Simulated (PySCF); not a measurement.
First SCF of a structure search on doublet [CH4]-, at a hand-made square planar geometry. PySCF input:

```python
from pyscf import gto, scf, dft
mol = gto.M(atom='''
C      0.000000     0.000000     0.000000
H      1.070000     0.000000     0.000000
H      0.000000     1.070000     0.000000
H     -1.070000     0.000000     0.000000
H     -0.000000    -1.070000     0.000000''',
    basis={'C': 'def2-TZVPD', 'H': 'def2-TZVPD'},
    charge=-1, spin=1)
mf = dft.UKS(mol, xc='PBE0')
mf.grids.atom_grid = (50, 194)
aux = {'C': 'def2-universal-JKFIT', 'H': 'def2-universal-JKFIT'}
mf = mf.density_fit(auxbasis=aux)
mf.conv_tol = 1e-08
mf.diis_space = 10
mf.max_cycle = 60
mf.init_guess = 'minao'
mf.verbose = 4
mf.kernel()
```

Excerpt of the output (cycles alone):

```
init E= -40.3242330626579
cycle= 1 E= -40.1040206583373  delta_E= 0.22  |g|= 0.426  |ddm|= 1.46
cycle= 2 E= -39.7343871417507  delta_E= 0.37  |g|= 0.778  |ddm|=  327
cycle= 3 E= -40.2187404793047  delta_E= -0.484  |g|= 0.0811  |ddm|=  324
cycle= 4 E= -40.2239940360841  delta_E= -0.00525  |g|= 0.00537  |ddm|= 8.24
cycle= 5 E= -40.2240195670425  delta_E= -2.55e-05  |g|= 0.00112  |ddm|= 0.118
cycle= 6 E= -40.2240215703221  delta_E= -2e-06  |g|= 0.000298  |ddm|= 0.26
cycle= 7 E= -40.2240216968635  delta_E= -1.27e-07  |g|= 0.000137  |ddm|= 0.068
cycle= 8 E= -40.224021717782  delta_E= -2.09e-08  |g|= 2.64e-05  |ddm|= 0.0239
cycle= 9 E= -40.2240217189151  delta_E= -1.13e-09  |g|= 4.17e-06  |ddm|= 0.00211
Extra cycle  E= -40.2240217189091  delta_E= 6.04e-12  |g|= 5.68e-06  |ddm|= 0.000806
converged SCF energy = -40.2240217189091  <S^2> = 0.75559637  2S+1 = 2.0055886
```

This is not the lowest solution: a stability analysis within the same unrestricted form found one 0.9 kJ/mol lower, at -40.22438 Eh.

The search for the lowest solution, with the stability check, took 3.5 s on 2 threads of a shared Arm Neoverse V1 host, with 73 basis functions; the process peaked at 0.33 GiB.
